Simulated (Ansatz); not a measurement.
Born–Oppenheimer molecular dynamics of C$_{3}$H$_{2}$O (6 atoms, charge 0, multiplicity 1). It starts at the highest image of a converged band. Of that band: Neighbouring images differ by up to 1.5 eV, so the band resolves the path poorly. A vibrational analysis at the climbing image gives one clearly imaginary mode, 1785i cm⁻¹: a first-order saddle point.

All numbers below come from RKS LDA/def2-SVP in Ansatz 0.2.0.

```json
{"ensemble": "NVE (velocity Verlet)", "time step": "0.5 fs", "steps asked": "200", "starting velocities drawn for": "100 K", "seed": "7811"}
```

First frame:

```xyz
6
Properties=species:S:1:pos:R:3
C -0.448 1.144 -1.154
C -0.118 0.302 -0.319
C 0.436 -0.492 0.687
O -0.013 -1.672 1.031
H -0.746 1.882 -1.892
H 0.930 -1.228 1.601
```

Question: How far do the bonds stretch over the last three quarters of this one trajectory? (Pairs bonded in most of those frames.)

Answer: 
```tsv
bond	mean (Å)	spread (Å)	shortest	longest
C1–C2	1.240	0.025	1.19	1.29
C1–H5	1.087	0.008	1.07	1.10
C2–C3	1.411	0.070	1.30	1.55
C3–O4	1.336	0.084	1.20	1.47
O4–H6	1.002	0.048	0.90	1.09
```

Mean temperature of the second half: 1076 K. The conserved energy stayed within 0.71 meV per atom of its start (net change 0.081 meV per atom), so the integration is sound. The kinetic energy rose, since the run started high on the potential surface and went downhill. A run of 0.1 ps of so small a system gives no equilibrium averages. The orbitals stay closed-shell, which can raise the energy where a bond breaks towards radicals; this wasn't checked here.

The run took 4.7 min on 1 thread of Intel(R) Xeon(R) Processor @ 2.50GHz (Skylake/Cascade Lake) (shared host), peak memory 0.11 GiB.
